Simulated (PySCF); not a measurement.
Chlorine: a sound run and one with changed settings

Sound run: Cl [Ne] 3s2 3p5, Cl+ [Ne] 3s2 3p4. Computed with PySCF 2.14 in jorge-DZP-DKH (7s4p1d, 24 functions), with scalar relativity by spin-free X2C-1e. In the sound run the correlated levels freeze [Ne]. The sound run starts from symmetry-adapted Hartree-Fock orbitals and uses a fine grid where one is needed.

Changed run: the non-relativistic Hamiltonian (point nucleus). This setting is unsound on purpose.

```csv
species,method,sound run (hartree),changed run (hartree),converged
Cl,UHF,-460.88376,-459.26098,yes
Cl,B3LYP,-461.58563,-459.95406,yes
Cl,TPSS,-461.58513,-459.95526,yes
Cl,MP2,-461.00022,-459.37732,yes
Cl,CCSD(T),-461.01816,-459.39532,yes
Cl+,UHF,-460.45108,-458.82759,yes
Cl+,B3LYP,-461.10585,-459.47363,yes
Cl+,TPSS,-461.10928,-459.47874,yes
Cl+,MP2,-460.54393,-458.92044,yes
Cl+,CCSD(T),-460.56407,-458.94067,yes
```

Ionisation energy of Cl:

```csv
method,sound run (eV),changed run (eV)
UHF,11.774,11.793
B3LYP,13.055,13.073
TPSS,12.948,12.967
MP2,12.416,12.432
SCS-MP2,12.398,12.414
CCSD,12.350,12.365
CCSD(T),12.356,12.372
```

Most of the change in total energy is the relativistic energy itself. On top of that the contraction fixes the core shape for the Hamiltonian it was made with, so the changed run is not a good calculation with the other Hamiltonian either.

For comparison, NIST gives 12.968 eV between the lowest levels.
